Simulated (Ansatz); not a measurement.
Antifluorite Mg2Ge, treated with PBE-D3(BJ) (PAW; Ansatz, an electronic-structure program).

Run with plane-wave cutoff 520 eV, 10×10×10 k mesh, Fermi–Dirac smearing 0.01 eV, scalar-relativistic PAW data made under PBE.

Cell (relaxed at this level):

```
Mg2Ge
1.0
    0.00000     3.16217     3.16217
    3.16217     0.00000     3.16217
    3.16217     3.16217     0.00000
Mg Ge
2 1
Cartesian
  1.58108   1.58108   1.58108
  4.74325   4.74325   4.74325
  0.00000   0.00000   0.00000
```

Q: What does this level give for the bulk modulus B0, band gap, smallest direct gap on the k points sampled and pressure derivative B′ of the bulk modulus?

A: 
bulk modulus B0: 54.6 GPa
band gap: 0.12 eV (indirect)
smallest direct gap on the k points sampled: 1.21 eV
pressure derivative B′ of the bulk modulus: 4.2

Measured, for comparison: band gap 0.74 eV (temperature not stated, no zero-point or thermal correction, indirect, Γ–X; as tabulated in Ryu et al. (2019), arXiv:1905.06140).

Spin–orbit coupling is not included.

Computed values are for the static lattice.

Computing time: very roughly 60 core-seconds.
